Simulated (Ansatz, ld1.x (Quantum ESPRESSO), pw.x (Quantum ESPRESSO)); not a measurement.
Rh: one change to the TM potential, in the atom and in the bcc crystal

| Quantity | Value |
| --- | --- |
| Element | Rh |
| Generator | ld1.x (Quantum ESPRESSO) 7.5 |
| Type | norm-conserving Troullier–Martins (Kleinman–Bylander form) |
| Functional | PBEsol |
| Relativity | scalar-relativistic |
| Frozen core | [Kr] |
| Valence charge | 9 |
| Reference configuration | 4d8 5s1 5p0 |
| Partial waves | 5p (bound, empty): rc 2.95 bohr; 4d (bound): rc 2.05 bohr; 5s (bound): rc 2.15 bohr |
| Local potential | the s channel |
| Core correction | none |

Change: all radii scaled by about 1.23 (s 2.64, p 3.62, d 2.52 bohr).

Cutoffs, loose and tight: the cutoffs (Ry, on a coarse ladder) from which the occupation-weighted sum of valence levels, in a spherical-Bessel basis at the reference potential, stays within 10 and 1 mRy of its value at 400 Ry. They do not see the model core or the augmentation charge, which bear on the density cutoff. Test errors are all-electron minus pseudo excitation energies from the reference, over the configurations 4d8 5s0 5p0; 4d7 5s0 5p0; 4d6 5s0 5p0; 4d5 5s0 5p0; 4d8 5s0.5 5p0; 4d8.5 5s0.5 5p0; 4d7 5s2 5p0; variants that change the core or the reference have their own tests.

Crystal test: bcc Rh in pw.x 7.5, no spin, 15³ k-points, Fermi–Dirac smearing 0.01 Ry, cutoffs set for each file from its atomic test. The reference is all-electron LAPW (Ansatz 0.2.0) with the same functional, mesh and smearing; V0 and B0 come from Birch–Murnaghan fits to the pressures at five volumes. Errors are pseudo minus all-electron; Δ is the rms difference of the E(V) curves that follow from these fits, minima aligned, over ±6 % about the mean V0. Mesh and smearing are coarse, so the numbers serve the comparison and aren't converged zero-temperature values; the lattice is a test structure that the element need not adopt.

All-electron: a0 = 3.032 Å (V0 = 13.94 Å³/atom), B0 = 264.3 GPa.

Task: Does the change bring the crystal closer to the all-electron result?

Result: The mean pressure error goes from +18.07 to +20.55 GPa, so the change moves the solid further from the all-electron pressures. Neither pressure curve crosses zero within the volumes sampled, so no fits are given.

```csv
quantity,base,changed
outcome (atom),generated,generated
"cutoff, loose (atom)",50 Ry,40 Ry
"cutoff, tight (atom)",70 Ry,55 Ry
bound ghosts (atom),none,none
largest test error (meV) (atom),-1155,-797
cutoffs in pw.x (Ry),85/340,70/280
mean pressure error (GPa),+18.07,+20.55
```

Base: The largest radius (2.95 bohr) exceeds half the bond length (2.48 bohr), so the spheres overlap, which is one possible source of error among others. This is a poor potential for the solid. Changed file: The largest radius (3.62 bohr) exceeds half the bond length (2.48 bohr), so the spheres overlap, which is one possible source of error among others. This is a poor potential for the solid. The atomic cutoffs weigh occupied waves only.
